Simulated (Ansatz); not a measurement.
A made-up structure of CH3AlF (charge +1), singlet:

```xyz
6
angstrom
F -1.1370 -0.9583 0.5448
C -0.1051 -0.6777 -0.0759
Al 0.1786 0.7592 0.0468
H 0.5502 -1.2877 -0.6428
H -0.6127 1.3662 -1.2607
H 1.1260 0.7983 1.3879
```

It is relaxed with PBE-D4/def2-SVP and then PBE0-D4/def2-TZVP (Ansatz 0.2.0). Atoms count as bonded within 1.22 times the sum of their covalent radii (H–H: 0.88 Å). The end point is not checked to be a true minimum.

(1) Does its bonding change? (Judge from chemistry; the calculation decides.)

## Answers

(1) Computed: No: no bond forms or breaks.

Where it ends: The first stage lowers the energy by 5.37 eV in 10 steps. It ends as CH₃AlF ([F][CH][AlH2]), total charge +1:
F1  (-1.186, -1.458, 0.467)
C2  (-0.175, -0.960, -0.092)
Al3  (0.253, 1.082, 0.066)
H4  (0.383, -1.748, -0.627)
H5  (-0.444, 1.806, -1.132)
H6  (1.169, 1.277, 1.318)
(Å)

Labels in which every atom is bracketed show which atoms are joined, not bond orders.

For scale, one of the runs: PBE0-D4/def2-TZVP relaxation, 117 basis functions, launched by `ansatz run in.yaml --threads 2 --pin off --events-out ev --progress --plain --max-ram 4352MiB`. Hardware: 2 CPU threads of an Arm Neoverse V2, shared host. Wall time about 12 s.
